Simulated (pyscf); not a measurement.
Elimination: H₃Si–AsH–SiH₃ → H₂Si=AsH + SiH₄

Gas phase, singlet surface, charge 0. Bonds broken: Si1–H8, As2–Si3. Bonds formed: Si3–H8. Optimised with ωB97X-D3(BJ)/def2-SVP in PySCF. Correlated levels are frozen-core, on RHF or UHF. ΔMP2 is the change of the MP2 total energy from the triple- to the quadruple-zeta basis.

Transition state (Å):

```xyz
10

Si     0.9973    -0.0568     0.1577
As    -0.4293    -1.6583    -0.5088
Si    -1.4764     0.3617     0.9850
H     -1.0611    -0.5950     2.0677
H      1.5811     0.9277    -0.7878
H      1.8547    -0.2593     1.3516
H     -0.5687    -0.9219    -1.8360
H     -0.0094     1.0999     0.9611
H     -1.8409     0.9011    -0.3644
H     -2.4495     1.1863     1.8168
```

One imaginary mode, 443i cm⁻¹; descent along it reached the two sides named.

```tsv
bond	change	reactant side (Å)	saddle	product side
Si1–H8	breaks	1.492	1.731	2.8
As2–Si3	breaks	2.348	2.7	4.0
Si3–H8	forms	3.5	1.642	1.496
```

Electronic energies relative to the reactant's lowest minimum found (kcal/mol):

```
level                             barrier  reaction energy  reverse barrier
--------------------------------  -------  ---------------  ---------------
ωB97X-D3(BJ)/def2-TZVP               59.7            +45.5             14.1
PBE/def2-TZVP                        51.9            +35.5             16.4
r²SCAN/def2-TZVP                     55.1            +38.3             16.9
B3LYP-D3(BJ)/def2-TZVP               57.9            +36.9             21.0
PBE0-D3(BJ)/def2-TZVP                55.5            +41.2             14.3
M06-2X/def2-TZVP                     56.9            +38.1             18.7
ωB97M-D3(BJ)/def2-TZVP               57.8            +38.6             19.2
HF/def2-TZVP                         72.0            +35.7             36.2
MP2/def2-QZVPP                       58.5            +39.2             19.3
CCSD/def2-TZVPP                      61.8            +37.1             24.7
CCSD(T)/def2-TZVPP                   59.5            +36.5             23.1
CCSD(T)/def2-TZVPP + ΔMP2(QZVPP)     58.8            +36.9             21.9
```

With CCSD(T)/def2-TZVPP + ΔMP2(QZVPP) energies and thermal terms (ideal gas, 1 atm, RRHO with modes under 100 cm⁻¹ raised to 100, one conformer, R ln 2 for chiral ones without a mode under 150 cm⁻¹), in kcal/mol:

```csv
T (K),ΔH‡,ΔG‡,ΔH,ΔG
298,57.9,59.2,+35.1,+25.9
600,57.1,60.9,+34.2,+16.8
900,56.5,62.9,+33.2,+8.4
1200,56.0,65.2,+32.0,+0.3
```

At the saddle there is also a short Si–Si contact that neither side keeps. One saddle was located; it need not be the lowest between these sides. The CCSD(T) − MP2 part came from Ansatz, without density fitting, on the same reference. The frozen core leaves the outer d or s,p core shells of the metals and heavy elements correlated in the MP2 and CC values, and def2-TZVPP describes them poorly, which can shift differences by a few kcal/mol. Elements up to Kr have no core potential and no relativistic terms here.
